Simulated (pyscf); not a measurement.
Single points on ωB97X-D3(BJ)/def2-SVP structures (PySCF, gas phase).

Estimate the classical barrier height and the reaction energy of F–N(F)–F + F–SiH₃ → F–SiH₂–F + F–NH–F at ωB97X-D3(BJ)/def2-TZVP. The step runs on the singlet surface, breaks F–N, H–Si and forms F–Si, H–N; take the separated reactants as zero.

ΔE‡ = 61.3 kcal/mol, ΔE = -80.1 kcal/mol. ωB97M-D3(BJ)/def2-TZVP gives 58.5 kcal/mol and -81.8 kcal/mol. Zero-point energy shifts the barrier by -0.9 kcal/mol. It is a four-centre exchange, with an imaginary mode of 691i cm⁻¹. One saddle was located; it need not be the lowest between these sides. A restricted solution here is unstable towards spin polarisation, so biradical character is likely and single-reference numbers are less safe.
